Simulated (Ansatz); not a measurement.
Geometry optimisation, RKS LDA/def2-SVPD in Ansatz.

Input file:

```yaml
crystal:
  periodic: [false, false, false]
  atoms:
    - { symbol: B, position_ang: [-0.004501, 0.254821, -0.003789] }
    - { symbol: H, position_ang: [-0.003609, 0.420458, 1.190012] }
    - { symbol: H, position_ang: [1.053802, 0.230559, -0.595491] }
    - { symbol: H, position_ang: [-1.06484, 0.156557, -0.583683] }
    - { symbol: Cl, position_ang: [0.092574, -2.602625, 1.053567] }
    - { symbol: H, position_ang: [0.055473, -1.383469, 1.629084] }
basis:
  gaussian: { orbitals: def2-SVPD }
hamiltonian:
  xc: lda
relax:
  f_tol: 0.03
  max_steps: 50
```

Command:

```bash
$ ansatz run input.yaml --threads 1 --pin off --max-ram 2048MiB --backend cpu --events-out ev --progress --plain --runs-dir out
```

**Question.** Where does it end, and by what steps?

**Answer.** The run converged. The force dipped under the threshold on the way, but the program's further checks kept it going. After 25 steps the energy has fallen by 1.181 eV; H6 moved furthest, 1.40 Å. Parted: Cl5–H6 (1.35 → 2.58 Å). Joined: B1–Cl5 (3.05 → 1.80 Å), B1–H6 (2.31 → 1.37 Å).

| step | energy less start (eV) | largest force component (eV/Å) | accepted |
| --- | --- | --- | --- |
| 0 | 0.0000 | 1.007 | yes |
| 1 | -0.1247 | 0.415 | yes |
| 2 | -0.2266 | 0.293 | yes |
| 3 | -0.2971 | 0.329 | yes |
| 4 | -0.3107 | 0.294 | yes |
| 5 | -0.3576 | 0.495 | yes |
| 6 | -0.4363 | 0.971 | yes |
| 7 | -0.6262 | 1.021 | yes |
| 8 | -0.8075 | 1.948 | yes |
| 9 | -0.9002 | 1.079 | yes |
| 10 | -0.7297 | 1.598 | no |
| 11 | -0.9342 | 0.324 | yes |
| 12 | -0.9347 | 0.284 | yes |
| 13 | -0.9443 | 0.049 | yes |
| 14 | -0.9447 | 0.027 | yes |
| 15 | -0.9448 | 0.010 | yes |
| 16 | -0.9451 | 0.051 | yes |
| 17 | -0.9492 | 0.260 | yes |
| 18 | -0.9534 | 0.329 | yes |
| 19 | -0.9907 | 0.881 | yes |
| 20 | -1.0462 | 0.881 | yes |
| 21 | -1.1680 | 0.327 | yes |
| 22 | -1.1524 | 0.506 | no |
| 23 | -1.1788 | 0.160 | yes |
| 24 | -1.1799 | 0.155 | yes |
| 25 | -1.1810 | 0.009 | yes |

```xyz
6
Properties=species:S:1:pos:R:3
B 0.032 -0.541 0.171
H -0.442 -0.009 1.341
H 1.089 -0.048 -0.193
H -0.923 0.064 -0.292
Cl -0.073 -2.333 0.278
H 0.445 -0.058 1.385
```

Whether the end is a true minimum wasn't checked by a vibrational analysis.

The run took 27 s on 1 thread of Arm Neoverse V1 (shared host), peak memory 0.12 GiB.
